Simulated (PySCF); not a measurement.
trimethylamine (C3H9N), SMILES N(C)(C)C.

Geometry: PBE0-D3(BJ)/def2-SVP.

These are PBE0-D3(BJ)/def2-SVP (PySCF) values and carry that method's errors.

No scaling factor is applied to the harmonic values.

Modes within 1.5 cm⁻¹ of each other (mostly degenerate sets) share a row, with their intensities summed.

Computed vibrational spectrum:
| mode | ν (cm⁻¹) | IR (km/mol) | Raman (Å⁴/amu) | depolarisation | moving atoms (share of kinetic energy) |
|---|---|---|---|---|---|
| 1 | 258 | 0.0 | 0.0 | – | H 99 % |
| 2–3 | 266 | 1.8 | 1.7 | 0.75 | H 92 %, C 8 % |
| 4 | 332 | 9.1 | 0.8 | 0.01 | N 44 %, H 40 %, C 16 % |
| 5–6 | 424 | 0.1 | 0.4 | 0.75 | H 46 %, C 44 %, N 9 % |
| 7 | 877 | 21.9 | 5.7 | 0.32 | C 67 %, H 22 %, N 11 % |
| 8 | 1067 | 0.0 | 0.0 | – | H 81 %, C 19 % |
| 9–10 | 1090 | 28.3 | 11.7 | 0.75 | H 59 %, C 34 % |
| 11–12 | 1119 | 26.1 | 4.5 | 0.75 | H 73 %, C 24 % |
| 13 | 1202 | 17.7 | 0.1 | 0.24 | H 59 %, C 22 %, N 19 % |
| 14–15 | 1340 | 38.1 | 3.6 | 0.75 | N 48 %, H 29 %, C 23 % |
| 16–17 | 1425 | 3.5 | 16.1 | 0.75 | H 82 %, C 18 % |
| 18–19 | 1452 | 25.6 | 49.4 | 0.75 | H 96 % |
| 20 | 1457 | 11.5 | 0.1 | 0.45 | H 89 %, C 10 % |
| 21 | 1464 | 0.0 | 0.0 | – | H 96 % |
| 22 | 1481 | 18.4 | 4.8 | 0.70 | H 86 %, C 13 % |
| 23–24 | 1491 | 28.5 | 43.2 | 0.75 | H 92 % |
| 25–26 | 2924 | 119.3 | 57.5 | 0.75 | H 95 % |
| 27 | 2940 | 168.5 | 295.5 | 0.08 | H 95 % |
| 28–30 | 3087 | 101.0 | 313.1 | 0.75 | H 93 % |
| 31 | 3142 | 0.0 | 0.0 | – | H 90 %, C 10 % |
| 32–33 | 3144 | 64.3 | 226.5 | 0.75 | H 90 %, C 10 % |
